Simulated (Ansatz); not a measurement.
Input file:

```yaml
crystal:
  periodic: [false, false, false]
  atoms:
    - {symbol: S, position_ang: [0.000000, -0.102264, -0.049242]}
    - {symbol: H, position_ang: [0.000000, 0.826887, -1.016444]}
    - {symbol: H, position_ang: [0.000000, 2.426368, 2.582966]}
basis:
  gaussian: {orbitals: def2-TZVP}
correlation: {active_space: {ras: {orbitals: [4, 0, 40], electrons: 8, max_holes: 2, max_particles: 2}, fixed_orbitals: true}}
scf: {lower_state_search: light}
```

```sh
$ ansatz run in.yaml --threads 1 --pin off --events-out ev --progress --plain --max-ram 2393MiB
```

(1) Roughly how long does this take on 1 thread of Arm Neoverse V2, shared host, and how much host memory?

```
316 factors; integrals over basis functions are off by at most 1.1e-3 eV
mean field evaluation 1: about -10837.0379 eV, gradient 2.0e1 eV
mean field evaluation 2: about -10837.0392 eV, gradient 2.0e1 eV
mean field evaluation 4: about -10840.4591 eV, gradient 1.8e1 eV
mean field evaluation 8: about -10842.0168 eV, gradient 1.9e-1 eV
mean field evaluation 16: about -10841.7672 eV, gradient 6.3e0 eV
mean field evaluation 32: about -10840.4696 eV, gradient 2.5e0 eV
mean field -10842.01505664 eV, -398.4367043497 hartree, gradient 8.8e-6 eV, S^2 0.000000; 5 other end points of the search recorded, 0 dependent functions left out
reference -10842.01505664 eV, -398.4367043497 hartree; 9, 9 occupied and 40, 40 virtual orbitals, 316 factors
state -10849.27305087 eV, -398.7034307181 hartree
Total energy: -10849.27305087 eV, -398.7034307181 hartree
```

Natural occupations: 1.9768 1.9654 1.9649 1.5362 0.4576 0.0215 0.0124 0.0120 0.0109 0.0088 0.0070 0.0065 0.0042 0.0036 0.0020 0.0014 0.0012 0.0010 0.0009 0.0008 0.0008 0.0006 0.0005 0.0005.

Answers

(1) 0.75 s wall and 0.18 GiB.
